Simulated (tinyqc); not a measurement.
CIS on RHF in the sto-6g basis, frozen core, for H2O, spin multiplicity 1, step by step (part 1 of 2). Computed by tinyqc, a small Python program that keeps every step (integrals from PySCF). Settings: charge = 0, multiplicity = 1, basis = sto-6g, method = RHF, frozen orbitals = 1, energy threshold = 1e-10, iteration cap = 72, orthogonalisation = symmetric, start = Wolfsberg-Helmholz matrix, DIIS depth = 6. Command: `OMP_NUM_THREADS=1 python tinyqc.py 23006 23007 out.jsonl` (the two numbers bound the seeds that draw the settings). One thread of a shared host (Intel(R) Xeon(R) Processor @ 2.60GHz), about 0.2 s of CPU time with the checks. The early iterations of the SCF are left out here.

## One-electron integrals

Geometry (angstrom):
```
atom         x          y         z
O     0.000000   0.000000  0.000000
H     0.000000   0.855000  0.554000
H     0.000000  -0.855000  0.554000
```

Basis sto-6g: exponents (1/bohr^2) and contraction coefficients of normalised primitives:
```
element  l (shell)     exponent  coefficient
O            s (1)  1355.584234     0.009164
O            s (1)   248.544885     0.049361
O            s (1)    69.533902     0.168538
O            s (1)    23.886772     0.370563
O            s (1)     9.275933     0.416492
O            s (1)     3.820341     0.130334
O            s (2)    52.187762    -0.013253
O            s (2)    10.329320    -0.046992
O            s (2)     3.210345    -0.033785
O            s (2)     1.235135     0.250242
O            s (2)     0.536420     0.595117
O            s (2)     0.245881     0.240706
O            p (3)    52.187762     0.003760
O            p (3)    10.329320     0.037679
O            p (3)     3.210345     0.173897
O            p (3)     1.235135     0.418036
O            p (3)     0.536420     0.425860
O            p (3)     0.245881     0.101708
H            s (1)    35.523221     0.009164
H            s (1)     6.513144     0.049361
H            s (1)     1.822143     0.168538
H            s (1)     0.625955     0.370563
H            s (1)     0.243077     0.416492
H            s (1)     0.100112     0.130334
```

Overlap, kinetic and nuclear-attraction integrals over the contracted functions; the nuclear repulsion is the sum of Za Zb / Rab.

nuclear repulsion = 8.62010633 hartree

overlap S, order 1O 1s, 1O 2s, 1O 2px, 1O 2py, 1O 2pz, 2H 1s, 3H 1s:
$$\begin{pmatrix}
1.000000 & 0.231145 & 0.000000 & 0.000000 & 0.000000 & 0.048121 & 0.048121 \\
0.231145 & 1.000000 & 0.000000 & 0.000000 & 0.000000 & 0.437369 & 0.437369 \\
0.000000 & 0.000000 & 1.000000 & 0.000000 & 0.000000 & 0.000000 & 0.000000 \\
0.000000 & 0.000000 & 0.000000 & 1.000000 & 0.000000 & 0.311036 & -0.311036 \\
0.000000 & 0.000000 & 0.000000 & 0.000000 & 1.000000 & 0.201537 & 0.201537 \\
0.048121 & 0.437369 & 0.000000 & 0.311036 & 0.201537 & 1.000000 & 0.188415 \\
0.048121 & 0.437369 & 0.000000 & -0.311036 & 0.201537 & 0.188415 & 1.000000
\end{pmatrix}$$

kinetic energy T (hartree), order 1O 1s, 1O 2s, 1O 2px, 1O 2py, 1O 2pz, 2H 1s, 3H 1s:
$$\begin{pmatrix}
29.327197 & -0.896024 & 0.000000 & 0.000000 & 0.000000 & -0.004338 & -0.004338 \\
-0.896024 & 0.842618 & 0.000000 & 0.000000 & 0.000000 & 0.100162 & 0.100162 \\
0.000000 & 0.000000 & 2.531309 & 0.000000 & 0.000000 & 0.000000 & 0.000000 \\
0.000000 & 0.000000 & 0.000000 & 2.531309 & 0.000000 & 0.199035 & -0.199035 \\
0.000000 & 0.000000 & 0.000000 & 0.000000 & 2.531309 & 0.128965 & 0.128965 \\
-0.004338 & 0.100162 & 0.000000 & 0.199035 & 0.128965 & 0.768522 & -0.004777 \\
-0.004338 & 0.100162 & 0.000000 & -0.199035 & 0.128965 & -0.004777 & 0.768522
\end{pmatrix}$$

nuclear attraction V (hartree), order 1O 1s, 1O 2s, 1O 2px, 1O 2py, 1O 2pz, 2H 1s, 3H 1s:
$$\begin{pmatrix}
-62.297146 & -6.391402 & 0.000000 & 0.000000 & -0.015767 & -1.523100 & -1.523100 \\
-6.391402 & -10.029598 & 0.000000 & 0.000000 & -0.178937 & -3.452048 & -3.452048 \\
0.000000 & 0.000000 & -9.956616 & 0.000000 & 0.000000 & 0.000000 & 0.000000 \\
0.000000 & 0.000000 & 0.000000 & -10.109955 & 0.000000 & -2.188082 & 2.188082 \\
-0.015767 & -0.178937 & 0.000000 & 0.000000 & -10.020995 & -1.467275 & -1.467275 \\
-1.523100 & -3.452048 & 0.000000 & -2.188082 & -1.467275 & -5.585045 & -1.181097 \\
-1.523100 & -3.452048 & 0.000000 & 2.188082 & -1.467275 & -1.181097 & -5.585045
\end{pmatrix}$$

core Hamiltonian H = T + V (hartree), order 1O 1s, 1O 2s, 1O 2px, 1O 2py, 1O 2pz, 2H 1s, 3H 1s:
$$\begin{pmatrix}
-32.969949 & -7.287426 & 0.000000 & 0.000000 & -0.015767 & -1.527438 & -1.527438 \\
-7.287426 & -9.186980 & 0.000000 & 0.000000 & -0.178937 & -3.351886 & -3.351886 \\
0.000000 & 0.000000 & -7.425308 & 0.000000 & 0.000000 & 0.000000 & 0.000000 \\
0.000000 & 0.000000 & 0.000000 & -7.578647 & 0.000000 & -1.989046 & 1.989046 \\
-0.015767 & -0.178937 & 0.000000 & 0.000000 & -7.489686 & -1.338310 & -1.338310 \\
-1.527438 & -3.351886 & 0.000000 & -1.989046 & -1.338310 & -4.816523 & -1.185874 \\
-1.527438 & -3.351886 & 0.000000 & 1.989046 & -1.338310 & -1.185874 & -4.816523
\end{pmatrix}$$

## Two-electron integrals

Functions are numbered as in S; the eight-fold symmetry (ij|kl) = (ji|kl) = (kl|ij) leaves the list below.

Two-electron integrals (ij|kl) in chemists' order, unique and non-zero (hartree):
```
(11|11) 4.787491    (21|11) 0.675884    (21|21) 0.121505    (22|11) 1.117379
(22|21) 0.249212    (22|22) 0.817383    (31|31) 0.025762    (32|31) 0.039145
(32|32) 0.180664    (33|11) 1.117381    (33|21) 0.249212    (33|22) 0.817382
(33|33) 0.880663    (41|41) 0.025762    (42|41) 0.039145    (42|42) 0.180664
(43|43) 0.047461    (44|11) 1.117381    (44|21) 0.249212    (44|22) 0.817382
(44|33) 0.785741    (44|44) 0.880663    (51|51) 0.025762    (52|51) 0.039145
(52|52) 0.180664    (53|53) 0.047461    (54|54) 0.047461    (55|11) 1.117381
(55|21) 0.249212    (55|22) 0.817382    (55|33) 0.785741    (55|44) 0.785741
(55|55) 0.880663    (61|11) 0.150060    (61|21) 0.025855    (61|22) 0.051865
(61|33) 0.051753    (61|41) 0.001061    (61|42) 0.002072    (61|44) 0.051989
(61|51) 0.000687    (61|52) 0.001343    (61|54) 0.000153    (61|55) 0.051852
(61|61) 0.005608    (62|11) 0.362730    (62|21) 0.082023    (62|22) 0.297609
(62|33) 0.292680    (62|41) 0.005507    (62|42) 0.040548    (62|44) 0.303094
(62|51) 0.003568    (62|52) 0.026273    (62|54) 0.006748    (62|55) 0.297052
(62|61) 0.017544    (62|62) 0.134483    (63|31) 0.009139    (63|32) 0.051357
(63|43) 0.008375    (63|53) 0.005427    (63|63) 0.019081    (64|11) 0.218964
(64|21) 0.050219    (64|22) 0.194354    (64|33) 0.185585    (64|41) 0.012099
(64|42) 0.076402    (64|44) 0.209067    (64|51) 0.001918    (64|52) 0.016228
(64|54) 0.009789    (64|55) 0.188411    (64|61) 0.011236    (64|62) 0.106790
(64|64) 0.102980    (65|11) 0.141878    (65|21) 0.032540    (65|22) 0.125933
(65|33) 0.120250    (65|41) 0.001918    (65|42) 0.016228    (65|44) 0.124612
(65|51) 0.010381    (65|52) 0.061872    (65|54) 0.011201    (65|55) 0.132935
(65|61) 0.007280    (65|62) 0.069195    (65|64) 0.054363    (65|65) 0.054305
(66|11) 0.504005    (66|21) 0.116089    (66|22) 0.481510    (66|33) 0.462253
(66|41) 0.010175    (66|42) 0.102183    (66|44) 0.502939    (66|51) 0.006593
(66|52) 0.066210    (66|54) 0.026362    (66|55) 0.479335    (66|61) 0.025093
(66|62) 0.274866    (66|64) 0.249247    (66|65) 0.161500    (66|66) 0.774999
(71|11) 0.150060    (71|21) 0.025855    (71|22) 0.051865    (71|33) 0.051753
(71|41) -0.001061   (71|42) -0.002072   (71|44) 0.051989    (71|51) 0.000687
(71|52) 0.001343    (71|54) -0.000153   (71|55) 0.051852    (71|61) 0.005513
(71|62) 0.016886    (71|64) 0.009852    (71|65) 0.007007    (71|66) 0.023802
(71|71) 0.005608    (72|11) 0.362730    (72|21) 0.082023    (72|22) 0.297609
(72|33) 0.292680    (72|41) -0.005507   (72|42) -0.040548   (72|44) 0.303094
(72|51) 0.003568    (72|52) 0.026273    (72|54) -0.006748   (72|55) 0.297052
(72|61) 0.016886    (72|62) 0.106567    (72|64) 0.058677    (72|65) 0.053184
(72|66) 0.175843    (72|71) 0.017544    (72|72) 0.134483    (73|31) 0.009139
(73|32) 0.051357    (73|43) -0.008375   (73|53) 0.005427    (73|63) 0.014558
(73|73) 0.019081    (74|11) -0.218964   (74|21) -0.050219   (74|22) -0.194354
(74|33) -0.185585   (74|41) 0.012099    (74|42) 0.076402    (74|44) -0.209067
(74|51) -0.001918   (74|52) -0.016228   (74|54) 0.009789    (74|55) -0.188411
(74|61) -0.009852   (74|62) -0.058677   (74|64) -0.018363   (74|65) -0.028655
(74|66) -0.087002   (74|71) -0.011236   (74|72) -0.106790   (74|74) 0.102980
(75|11) 0.141878    (75|21) 0.032540    (75|22) 0.125933    (75|33) 0.120250
(75|41) -0.001918   (75|42) -0.016228   (75|44) 0.124612    (75|51) 0.010381
(75|52) 0.061872    (75|54) -0.011201   (75|55) 0.132935    (75|61) 0.007007
(75|62) 0.053184    (75|64) 0.028655    (75|65) 0.040666    (75|66) 0.095754
(75|71) 0.007280    (75|72) 0.069195    (75|74) -0.054363   (75|75) 0.054305
(76|11) 0.118855    (76|21) 0.027106    (76|22) 0.105525    (76|33) 0.103369
(76|44) 0.105696    (76|51) 0.001917    (76|52) 0.016351    (76|55) 0.107511
(76|61) 0.005718    (76|62) 0.046089    (76|64) 0.031713    (76|65) 0.026685
(76|66) 0.094954    (76|71) 0.005718    (76|72) 0.046089    (76|74) -0.031713
(76|75) 0.026685    (76|76) 0.019193    (77|11) 0.504005    (77|21) 0.116089
(77|22) 0.481510    (77|33) 0.462253    (77|41) -0.010175   (77|42) -0.102183
(77|44) 0.502939    (77|51) 0.006593    (77|52) 0.066210    (77|54) -0.026362
(77|55) 0.479335    (77|61) 0.023802    (77|62) 0.175843    (77|64) 0.087002
(77|65) 0.095754    (77|66) 0.306464    (77|71) 0.025093    (77|72) 0.274866
(77|74) -0.249247   (77|75) 0.161500    (77|76) 0.094954    (77|77) 0.774999
```

## Orthogonalisation

S = U s U^T; symmetric (Loewdin) form X = U s^(-1/2) U^T, so that X^T S X = 1.

eigenvalues of S: [0.384242, 0.455945, 0.895985, 1.000000, 1.082023, 1.355639, 1.826165]

X, order 1O 1s, 1O 2s, 1O 2px, 1O 2py, 1O 2pz, 2H 1s, 3H 1s:
$$\begin{pmatrix}
1.022653 & -0.136197 & 0.000000 & 0.000000 & -0.007467 & 0.019172 & 0.019172 \\
-0.136197 & 1.205833 & 0.000000 & 0.000000 & 0.083587 & -0.265689 & -0.265689 \\
0.000000 & 0.000000 & 1.000000 & 0.000000 & 0.000000 & 0.000000 & 0.000000 \\
0.000000 & 0.000000 & 0.000000 & 1.104777 & 0.000000 & -0.215065 & 0.215065 \\
-0.007467 & 0.083587 & 0.000000 & 0.000000 & 1.037773 & -0.120455 & -0.120455 \\
0.019172 & -0.265689 & 0.000000 & -0.215065 & -0.120455 & 1.169915 & -0.065140 \\
0.019172 & -0.265689 & 0.000000 & 0.215065 & -0.120455 & -0.065140 & 1.169915
\end{pmatrix}$$

## Iteration 8 (converged): orbitals

converged F (hartree), order 1O 1s, 1O 2s, 1O 2px, 1O 2py, 1O 2pz, 2H 1s, 3H 1s:
$$\begin{pmatrix}
-20.493262 & -4.961223 & 0.000000 & 0.000000 & -0.026790 & -1.040491 & -1.040491 \\
-4.961223 & -2.315433 & 0.000000 & 0.000000 & -0.092225 & -0.908983 & -0.908983 \\
0.000000 & 0.000000 & -0.385606 & 0.000000 & 0.000000 & 0.000000 & 0.000000 \\
0.000000 & 0.000000 & 0.000000 & -0.289246 & 0.000000 & -0.397534 & 0.397534 \\
-0.026790 & -0.092225 & 0.000000 & 0.000000 & -0.314163 & -0.314318 & -0.314318 \\
-1.040491 & -0.908983 & 0.000000 & -0.397534 & -0.314318 & -0.495286 & -0.290008 \\
-1.040491 & -0.908983 & 0.000000 & 0.397534 & -0.314318 & -0.290008 & -0.495286
\end{pmatrix}$$

Diagonalise F' = X^T F X, C = X C', fill 5 alpha and 5 beta electrons from the bottom; D = 2 C_occ C_occ^T. Each column has its largest component positive (the first on a tie).

F' = X^T F X (hartree):
$$\begin{pmatrix}
-20.165483 & -2.506798 & 0.000000 & 0.000000 & -0.044728 & -0.166175 & -0.166175 \\
-2.506798 & -1.206148 & 0.000000 & 0.000000 & 0.102990 & -0.471510 & -0.471510 \\
0.000000 & 0.000000 & -0.385606 & 0.000000 & 0.000000 & 0.000000 & 0.000000 \\
0.000000 & 0.000000 & 0.000000 & 0.005790 & 0.000000 & -0.455943 & 0.455943 \\
-0.044728 & 0.102990 & 0.000000 & 0.000000 & -0.197815 & -0.292083 & -0.292083 \\
-0.166175 & -0.471510 & 0.000000 & -0.455943 & -0.292083 & 0.004432 & -0.078054 \\
-0.166175 & -0.471510 & 0.000000 & 0.455943 & -0.292083 & -0.078054 & 0.004432
\end{pmatrix}$$

orbital energies (hartree): MO1 -20.496388, MO2 -1.236054, MO3 -0.601802, MO4 -0.427856, MO5 -0.385606, MO6 0.517229, MO7 0.690078

coefficients C, order 1O 1s, 1O 2s, 1O 2px, 1O 2py, 1O 2pz, 2H 1s, 3H 1s:
$$\begin{pmatrix}
0.996721 & -0.224530 & 0.000000 & 0.087008 & 0.000000 & -0.117149 & 0.000000 \\
0.015236 & 0.860738 & 0.000000 & -0.485515 & 0.000000 & 0.802449 & 0.000000 \\
0.000000 & 0.000000 & 0.000000 & 0.000000 & 1.000000 & 0.000000 & 0.000000 \\
0.000000 & 0.000000 & 0.595466 & 0.000000 & 0.000000 & 0.000000 & 0.979008 \\
0.002658 & 0.100976 & 0.000000 & 0.794303 & 0.000000 & 0.686960 & 0.000000 \\
-0.003346 & 0.151230 & 0.442394 & 0.291009 & 0.000000 & -0.766918 & -0.783085 \\
-0.003346 & 0.151230 & -0.442394 & 0.291009 & 0.000000 & -0.766918 & 0.783085
\end{pmatrix}$$

D after iteration 8, order 1O 1s, 1O 2s, 1O 2px, 1O 2py, 1O 2pz, 2H 1s, 3H 1s:
$$\begin{pmatrix}
2.102872 & -0.440638 & 0.000000 & 0.000000 & 0.098176 & -0.023941 & -0.023941 \\
-0.440638 & 1.953653 & 0.000000 & 0.000000 & -0.597382 & -0.022341 & -0.022341 \\
0.000000 & 0.000000 & 2.000000 & 0.000000 & 0.000000 & 0.000000 & 0.000000 \\
0.000000 & 0.000000 & 0.000000 & 0.709160 & 0.000000 & 0.526861 & -0.526861 \\
0.098176 & -0.597382 & 0.000000 & 0.000000 & 1.282240 & 0.492822 & 0.492822 \\
-0.023941 & -0.022341 & 0.000000 & 0.526861 & 0.492822 & 0.606561 & -0.176288 \\
-0.023941 & -0.022341 & 0.000000 & -0.526861 & 0.492822 & -0.176288 & 0.606561
\end{pmatrix}$$

## Convergence

Stop when the energy changes by less than 1e-10 hartree and every element of the error matrix X^T (F D S - S D F) X is below 3e-06.

Course of the cycle:
```
iteration   E (hartree)     change  largest element of the error matrix
1          -75.34481175          -                             4.28e-01
2          -75.64822014  -3.03e-01                             1.11e-01
3          -75.66787818  -1.97e-02                             3.33e-02
4          -75.66979768  -1.92e-03                             5.36e-03
5          -75.66989698  -9.93e-05                             1.40e-03
6          -75.66990154  -4.55e-06                             3.09e-05
7          -75.66990154  -1.40e-09                             2.69e-07
8          -75.66990154  -8.53e-14                             4.32e-10
```

PySCF RHF in the same basis = -75.66990154 hartree

Converged in 8 iterations.

## Integrals over molecular orbitals

(pq|rs) = sum C_ip C_jq C_kr C_ls (ij|kl), one index at a time.

one-electron integrals over orbitals h = C^T H C (hartree):
$$\begin{pmatrix}
-32.956711 & 0.573633 & 0.000000 & -0.213701 & 0.000000 & 0.306167 & 0.000000 \\
0.573633 & -7.652592 & 0.000000 & 0.475509 & 0.000000 & -1.340690 & 0.000000 \\
0.000000 & 0.000000 & -6.204262 & 0.000000 & 0.000000 & 0.000000 & -1.770504 \\
-0.213701 & 0.475509 & 0.000000 & -6.903429 & 0.000000 & -1.127586 & 0.000000 \\
0.000000 & 0.000000 & 0.000000 & 0.000000 & -7.425308 & 0.000000 & 0.000000 \\
0.306167 & -1.340690 & 0.000000 & -1.127586 & 0.000000 & -5.265520 & 0.000000 \\
0.000000 & 0.000000 & -1.770504 & 0.000000 & 0.000000 & 0.000000 & -5.617013
\end{pmatrix}$$

Two-electron integrals over orbitals (pq|rs), unique and non-zero (hartree); the lowest 1 orbital is frozen and left out:
```
(22|22) 0.724154    (32|32) 0.139300    (33|22) 0.628684    (33|33) 0.613801
(42|22) -0.009774   (42|33) 0.005165    (42|42) 0.129363    (43|32) 0.025030
(43|43) 0.048731    (44|22) 0.680766    (44|33) 0.586499    (44|42) -0.103503
(44|44) 0.765517    (52|52) 0.147871    (53|53) 0.027424    (54|52) -0.043181
(54|54) 0.052034    (55|22) 0.752171    (55|33) 0.614639    (55|42) -0.070578
(55|44) 0.722633    (55|55) 0.880663    (62|22) 0.138476    (62|33) 0.067972
(62|42) 0.025699    (62|44) 0.086146    (62|55) 0.154207    (62|62) 0.098102
(63|32) -0.045870   (63|43) -0.033912   (63|63) 0.079871    (64|22) 0.106470
(64|33) 0.042496    (64|42) -0.027602   (64|44) 0.122063    (64|55) 0.123794
(64|62) 0.064240    (64|64) 0.073523    (65|52) 0.057724    (65|54) 0.001139
(65|65) 0.036721    (66|22) 0.595423    (66|33) 0.558118    (66|42) 0.056799
(66|44) 0.541836    (66|55) 0.575683    (66|62) 0.089288    (66|64) 0.044943
(66|66) 0.584120    (72|32) 0.048686    (72|43) -0.029686   (72|63) 0.032409
(72|72) 0.065341    (73|22) 0.155222    (73|33) 0.090868    (73|42) -0.071360
(73|44) 0.160552    (73|55) 0.197082    (73|62) 0.076149    (73|64) 0.082149
(73|66) 0.039272    (73|73) 0.152651    (74|32) -0.071953   (74|43) -0.002345
(74|63) 0.049766    (74|72) -0.017678   (74|74) 0.065780    (75|53) 0.023979
(75|75) 0.025354    (76|32) 0.097868    (76|43) 0.053723    (76|63) -0.073305
(76|72) -0.003978   (76|74) -0.058059   (76|76) 0.120474    (77|22) 0.621086
(77|33) 0.599021    (77|42) -0.019093   (77|44) 0.603343    (77|55) 0.624138
(77|62) 0.068456    (77|64) 0.045552    (77|66) 0.557208    (77|73) 0.101889
(77|77) 0.614989
```

## CIS matrix, singlets

A(ia,jb) = (e_a - e_i) d_ij d_ab + 2 (ia|jb) - (ij|ab).

CIS matrix A, singlet (hartree), order 2>6, 2>7, 3>6, 3>7, 4>6, 4>7, 5>6, 5>7:
$$\begin{pmatrix}
1.354064 & 0.000000 & 0.000000 & 0.054429 & 0.071681 & 0.000000 & 0.000000 & 0.000000 \\
0.000000 & 1.435729 & -0.033051 & 0.000000 & 0.000000 & -0.016262 & 0.000000 & 0.000000 \\
0.000000 & -0.033051 & 0.720656 & 0.000000 & 0.000000 & 0.045809 & 0.000000 & 0.000000 \\
0.054429 & 0.000000 & 0.000000 & 0.998161 & 0.110575 & 0.000000 & 0.000000 & 0.000000 \\
0.071681 & 0.000000 & 0.000000 & 0.110575 & 0.550295 & 0.000000 & 0.000000 & 0.000000 \\
0.000000 & -0.016262 & 0.045809 & 0.000000 & 0.000000 & 0.646152 & 0.000000 & 0.000000 \\
0.000000 & 0.000000 & 0.000000 & 0.000000 & 0.000000 & 0.000000 & 0.400594 & 0.000000 \\
0.000000 & 0.000000 & 0.000000 & 0.000000 & 0.000000 & 0.000000 & 0.000000 & 0.502254
\end{pmatrix}$$

## CIS singlet states

dipole integrals <i|r|a> (bohr), order 2>6, 2>7, 3>6, 3>7, 4>6, 4>7, 5>6, 5>7:
$$\begin{pmatrix}
0.000000 & 0.000000 & -0.056395 \\
0.000000 & -0.134130 & 0.000000 \\
0.000000 & -0.948519 & 0.000000 \\
0.000000 & 0.000000 & -0.598057 \\
0.000000 & 0.000000 & -0.429771 \\
0.000000 & -0.699968 & 0.000000 \\
0.079317 & 0.000000 & 0.000000 \\
0.000000 & 0.000000 & 0.000000
\end{pmatrix}$$

Diagonalise A (1 hartree = 27.211386 eV); each vector has its largest component positive (the first on a tie). The transition dipole is mu = sqrt2 sum c_ia <i|r|a>.

singlet excitation energies (eV): [10.900713, 13.667022, 14.162988, 16.989710, 20.149925, 27.490989, 37.327622, 39.121283]

lowest vectors, order 2>6, 2>7, 3>6, 3>7, 4>6, 4>7, 5>6, 5>7:
$$\begin{pmatrix}
0.000000 & 0.000000 & -0.069522 & 0.000000 & 0.000000 & -0.193868 \\
0.000000 & 0.000000 & 0.000000 & 0.000609 & 0.052903 & 0.000000 \\
0.000000 & 0.000000 & 0.000000 & -0.429408 & 0.901860 & 0.000000 \\
0.000000 & 0.000000 & -0.217449 & 0.000000 & 0.000000 & 0.960292 \\
0.000000 & 0.000000 & 0.973593 & 0.000000 & 0.000000 & 0.200635 \\
0.000000 & 0.000000 & 0.000000 & 0.903110 & 0.428778 & 0.000000 \\
1.000000 & 0.000000 & 0.000000 & 0.000000 & 0.000000 & 0.000000 \\
0.000000 & 1.000000 & 0.000000 & 0.000000 & 0.000000 & 0.000000
\end{pmatrix}$$

oscillator strengths 2/3 w |mu|^2: [0.003360, 0.000000, 0.056152, 0.042117, 1.334643, 0.568426]

## CIS matrix, triplets

A(ia,jb) = (e_a - e_i) d_ij d_ab - (ij|ab).

CIS matrix A, triplet (hartree), order 2>6, 2>7, 3>6, 3>7, 4>6, 4>7, 5>6, 5>7:
$$\begin{pmatrix}
1.157861 & 0.000000 & 0.000000 & -0.097868 & -0.056799 & 0.000000 & 0.000000 & 0.000000 \\
0.000000 & 1.305046 & -0.097868 & 0.000000 & 0.000000 & 0.019093 & 0.000000 & 0.000000 \\
0.000000 & -0.097868 & 0.560913 & 0.000000 & 0.000000 & -0.053723 & 0.000000 & 0.000000 \\
-0.097868 & 0.000000 & 0.000000 & 0.692859 & -0.053723 & 0.000000 & 0.000000 & 0.000000 \\
-0.056799 & 0.000000 & 0.000000 & -0.053723 & 0.403249 & 0.000000 & 0.000000 & 0.000000 \\
0.000000 & 0.019093 & -0.053723 & 0.000000 & 0.000000 & 0.514592 & 0.000000 & 0.000000 \\
0.000000 & 0.000000 & 0.000000 & 0.000000 & 0.000000 & 0.000000 & 0.327152 & 0.000000 \\
0.000000 & 0.000000 & 0.000000 & 0.000000 & 0.000000 & 0.000000 & 0.000000 & 0.451546
\end{pmatrix}$$
